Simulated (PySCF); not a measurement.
Dipole moment and polarisability of sulfuryl chloride fluoride

Species: sulfuryl chloride fluoride, ClFO2S.
Cartesian coordinates in Å at the PBE0-D3(BJ)/def2-SVP level; atoms count from 1:
```xyz
5
ClFO2S angstrom
O      0.002   -1.120   -1.066
S     -0.036   -0.213    0.039
O     -0.034   -0.613    1.412
F     -1.297    0.727   -0.171
Cl     1.377    1.223   -0.232
```

Level: wB97X-D/def2-SVPD (PySCF), static field, nuclei fixed, core orbitals frozen in the response. The polarisability tensor in these axes (au):

```
x   42.81  7.43 -1.48
y    7.43 45.12 -0.82
z   -1.48 -0.82 40.65
```

Problem. What are the eigenvalues, a third of the trace, and Δα (Δα² = ½Σ(αi − αj)² over the three pairs)?

Solution. Principal values 36.36, 40.50 and 51.71 au; mean 42.86 au = 6.35 Å³ = 7.07 × 10⁻⁴⁰ C²·m²/J; Δα = 13.76 au (32 % of the mean).

Problem. What is the dipole moment, and where does it point?

Solution. (0.58, 1.38, -0.27) D, 1.52 D in size, pointing from the negative to the positive side. Measured along this direction, the outermost atoms are O3 and O1 at the negative end and Cl5 at the positive end.

Problem. Directions of the eigenvectors, and the extent of the frame along each?

Solution. Largest value along (0.65, 0.75, -0.14), where the nuclei span 2.53 Å; middle along (-0.02, 0.20, 0.98), 2.53 Å; least along (0.76, -0.63, 0.14), 2.03 Å. 

Problem. What would n − 1 = 2πNα be for an ideal gas of these molecules at 350 K and 1 atm, electronic part alone?

Solution. N = p/kT = 2.0968 × 10¹⁹ cm⁻³, so n − 1 = 2π × N × 6.35 × 10⁻²⁴ cm³ = 837 × 10⁻⁶ at long wavelengths.

Problem. What depolarisation ratio follows for Rayleigh scattering of linearly polarised light, taking the static tensor?

Solution. ρ = 3Δα²/(45ᾱ² + 4Δα²) = 567.8/(82664 + 757.0) = 0.00681.

Geometry: PBE0-D3(BJ)/def2-SVP; no solvent, vibrations or thermal averaging.

The run behind these numbers computed excited states as well. On an Intel Xeon Platinum 8375C at 2.90 GHz with one thread (shared host), this took 9.3 s and 0.54 GiB of memory at its peak.
